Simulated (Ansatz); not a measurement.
# C₂H₅Mg radical: basis-set convergence

An exercise on one series of results from a longer session: the logs are not shown, and one member is left open.

Program: Ansatz 0.2.0, Gaussian basis. Level of theory: one geometry, several basis sets. These are calculated values, not measurements.

Levels to be run: PBE0-D4/def2-SVP; ωB97M-V/def2-SVP; PBE0-D4/def2-QZVPP; ωB97M-V/def2-QZVPP; the functionals' def2-TZVPP values are taken from earlier runs.

### The geometry

An earlier PBE0-D4 in a triple-zeta def2 set relaxation fixed the geometry.

SMILES `C[CH2][Mg]`, 8 atoms, charge 0, spin multiplicity 2.

Atoms are counted from 1 here; the program's logs count them from 0.

Bond lengths: C1–C2 1.523 Å, C1–H4 1.098 Å, C1–H5 1.094 Å, C1–H6 1.094 Å, C2–Mg3 2.144 Å, C2–H7 1.097 Å, C2–H8 1.097 Å. Angles: C2–C1–H4 112.4°, C2–C1–H5 112.1°, C2–C1–H6 112.1°, H4–C1–H5 106.6°, H4–C1–H6 106.6°, H5–C1–H6 106.7°, C1–C2–Mg3 115.2°, C1–C2–H7 111.1°, C1–C2–H8 111.1°, Mg3–C2–H7 106.2°, Mg3–C2–H8 106.2°, H7–C2–H8 106.5°.

Set-up of the first run:

in.yaml

```yaml
crystal:
  periodic: [false, false, false]
  atoms:
    - {symbol: C, position_ang: [-0.503984, 0.584121, -0.268406]}
    - {symbol: C, position_ang: [0.312130, -0.638351, 0.131853]}
    - {symbol: Mg, position_ang: [2.136015, -0.216764, 1.176120]}
    - {symbol: H, position_ang: [-1.426420, 0.315790, -0.799205]}
    - {symbol: H, position_ang: [0.054631, 1.252438, -0.930983]}
    - {symbol: H, position_ang: [-0.804663, 1.179738, 0.599082]}
    - {symbol: H, position_ang: [0.591980, -1.230744, -0.747392]}
    - {symbol: H, position_ang: [-0.267488, -1.303428, 0.783030]}
basis:
  gaussian: {orbitals: def2-SVP}
magnetization: {spin_polarized: true, initial_magnetization: 1}
hamiltonian: {xc: pbe0, dispersion: d4}
output: {orbitals: {seedname: orbitals}}
```

Steps of the session up to this table: PBE0-D4 in def2-SVP; ωB97M-V in def2-SVP; PBE0-D4 in def2-QZVPP; ωB97M-V in def2-QZVPP.

One of the session's tables, all rows but one given; the rest of the session is left out.

It belongs to the step «Density functionals: the series». 

```
functional       basis  HOMO (eV)  LUMO (eV)
   PBE0-D4    def2-SVP      -4.63      -1.98
   PBE0-D4  def2-TZVPP      -4.64      -1.99
   PBE0-D4  def2-QZVPP      -4.64      -2.00
   ωB97M-V    def2-SVP      -6.14      -0.69
   ωB97M-V  def2-TZVPP      -6.14      -0.64
   ωB97M-V  def2-QZVPP          ?          ?
```

**Question.** Estimate the row for ωB97M-V, def2-QZVPP.

**Answer.** HOMO (eV): -6.16; LUMO (eV): -0.72. In the column «HOMO (eV)» it is the lowest.
